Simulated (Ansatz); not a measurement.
An input for BNH6

The species is BNH6 (8 atoms), meant as a singlet with charge 0.

```xyz
8

B     1.3104    0.0139    0.1293
N     0.5134   -0.1810   -1.2387
H     1.9272   -0.9618    0.3733
H     1.9403    1.0107    0.0867
H     0.3837    0.1492    1.0185
H    -0.0752    0.6413   -1.3876
H    -0.1075   -0.9868   -1.1325
H     1.1409   -0.3171   -2.0250
```

Settings wanted:

```
basis set            : def2-SVP
task                 : energy
method               : RPA
functional           : PBE
reference            : RKS
relativity           : none
accuracy             : medium
frozen core orbitals : 2
```

Q: Write the Ansatz 0.2.0 input and the command.

A: This one ran through:

input.yaml:
```yaml
crystal:
  periodic: [false, false, false]
  atoms:
    - {symbol: B, position_ang: [1.310450, 0.013930, 0.129340]}
    - {symbol: N, position_ang: [0.513420, -0.181010, -1.238690]}
    - {symbol: H, position_ang: [1.927240, -0.961810, 0.373340]}
    - {symbol: H, position_ang: [1.940280, 1.010720, 0.086710]}
    - {symbol: H, position_ang: [0.383680, 0.149170, 1.018540]}
    - {symbol: H, position_ang: [-0.075200, 0.641320, -1.387620]}
    - {symbol: H, position_ang: [-0.107460, -0.986760, -1.132470]}
    - {symbol: H, position_ang: [1.140890, -0.317150, -2.025040]}
basis:
  gaussian: {orbitals: def2-SVP}
hamiltonian: {xc: {name: PBE}}
correlation: {method: rpa, frozen_orbitals: {B: 1, H: 0, "N": 1}}
```

```bash
$ ansatz run input.yaml --threads 1 --pin off --max-ram 2610MiB --events-out events.jsonl --progress --plain --runs-dir runs
```

Calculated total energy: -83.06256 Eh.
